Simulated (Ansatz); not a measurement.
Process, species as SMILES: CCl (CH3-Cl) → C atom + Cl atom + 3 H atom
B3LYP-D3(BJ)/def2-TZVP geometries, fixed; electronic energies without zero-point terms.
Largest species:
```
C
H 1 1.0858
H 1 1.0858 2 110.57
H 1 1.0858 2 110.57 3 -122.80
Cl 1 1.7944 2 108.35 3 118.60
```

Energies in hartree at MP2 with Ansatz (a program for electronic structure); the atomisation energy is their sum with the coefficients shown, times 627.509 kcal/mol a hartree. All functions are spherical. Cores are frozen. Open shells are unrestricted. No added dispersion term, no relativity.

| species | coefficient | part | cc-pV(D+d)Z | cc-pV(T+d)Z | cc-pV(Q+d)Z |
|---|---|---|---|---|---|
| CCl (CH3-Cl) | -1 | Hartree-Fock | -499.11954 | -499.14866 | -499.15509 |
| CCl (CH3-Cl) | -1 | correlation | -0.28794 | -0.37308 | -0.40402 |
| C atom | +1 | Hartree-Fock | -37.68654 | -37.69157 | -37.69331 |
| C atom | +1 | correlation | -0.05176 | -0.06692 | -0.07206 |
| Cl atom | +1 | Hartree-Fock | -459.47140 | -459.48556 | -459.48916 |
| Cl atom | +1 | correlation | -0.11260 | -0.15854 | -0.17550 |
| H atom | +3 | Hartree-Fock | -0.49928 | -0.49981 | -0.49995 |

Predict the atomisation energy in cc-pV(5+d)Z (X = 5): let each Hartree-Fock step shrink by the ratio of the last two, and fit each correlation energy at X = 3 and 4 to E + A/X^3. Compare with the run.


- CCl (CH3-Cl): steps -0.02912 and -0.00643, ratio 0.221, so Hartree-Fock -499.15651 (run: -499.15644); A = (-0.37308 - (-0.40402))/(1/27 - 1/64) = 1.4450, correlation -0.40402 - A/64 + A/125 = -0.41504 (run: -0.41649).
- C atom: steps -0.00503 and -0.00174, ratio 0.346, so Hartree-Fock -37.69391 (run: -37.69368); A = (-0.06692 - (-0.07206))/(1/27 - 1/64) = 0.2401, correlation -0.07206 - A/64 + A/125 = -0.07389 (run: -0.07415).
- Cl atom: steps -0.01416 and -0.00360, ratio 0.254, so Hartree-Fock -459.49007 (run: -459.48973); A = (-0.15854 - (-0.17550))/(1/27 - 1/64) = 0.7921, correlation -0.17550 - A/64 + A/125 = -0.18154 (run: -0.18264).
- H atom: steps -0.00053 and -0.00014, ratio 0.264, so Hartree-Fock -0.49999 (run: -0.49999).
Predicted 396.69 kcal/mol; the run in cc-pV(5+d)Z gives 397.06, a miss of -0.37. Keeping the value in cc-pV(Q+d)Z, 394.85, would miss by -2.22. All sums are of the energies as printed.
